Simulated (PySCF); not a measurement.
Cyclobutane, C4H8.
Cartesian coordinates in Å at the PBE0-D3(BJ)/def2-SVP level; atoms count from 1:
```xyz
12
C4H8 angstrom
C      0.301    0.869   -0.573
C      1.037   -0.277    0.150
C     -0.314   -0.712    0.754
C     -1.024    0.120   -0.332
H      0.348    1.809   -0.001
H      0.587    1.088   -1.613
H      1.425   -1.024   -0.559
H      1.849   -0.011    0.844
H     -0.532   -1.789    0.803
H     -0.467   -0.287    1.759
H     -1.307   -0.498   -1.199
H     -1.903    0.711   -0.034
```

Computed, not measured: PBE0-D3(BJ)/def2-SVP geometry optimisation, gas phase (PySCF 2.14.0).

Take the most abundant isotopes and a rigid rotor. 

What are A, B and C (GHz)?

Ia = 47.00, Ib = 47.00, Ic = 79.36 u·Å²; 505379 MHz·u·Å²/I gives 10753, 10753 and 6368 MHz, that is A = 10.753, B = 10.753, C = 6.3683 GHz.

Classify the top.

An oblate symmetric top, as the point group D2d requires two equal moments. Ray's parameter κ = (2B − A − C)/(A − C) = 1.000; −1 is the prolate and +1 the oblate limit.

What does the inertial defect say?

Not planar: Δ = Ic − Ia − Ib = -14.64 u·Å². For a rigid frame Δ = −2 Σ m c², so Σ m c² = 7.32 u·Å² lies off the ab plane: 6.62 from hydrogen and 0.69 from heavier atoms. The atom farthest from that plane is 1.16 Å away.

Give the other two planar moments, Paa and Pbb, and the rms extents of the mass along the axes.

Paa = Σ m a² = (Ib + Ic − Ia)/2 = 39.68 and Pbb = Σ m b² = (Ia + Ic − Ib)/2 = 39.68 u·Å². With the mass M = 56.06 u, the rms extents √(P/M) along a, b and c are 0.84, 0.84, 0.36 Å.

The point group D2d allows no dipole (computed: 0.00 D), so a rigid rotor has no electric-dipole lines.

Estimate the classical rotational partition function at 100 K, 298.15 K and 500 K.

Point group D2d, symmetry number σ = 4; q = (√π/σ)·√((kT/h)³/(ABC)), k/h = 20836.6 MHz/K: 1550 at 100 K, 8000 at 298.15 K, 17400 at 500 K.

No frequency check. No vibrational averaging or centrifugal distortion is included, and the geometry carries the error of its method.

The run took about 8 s of CPU time (one thread, shared machine). That covers the optimisation of the geometry.
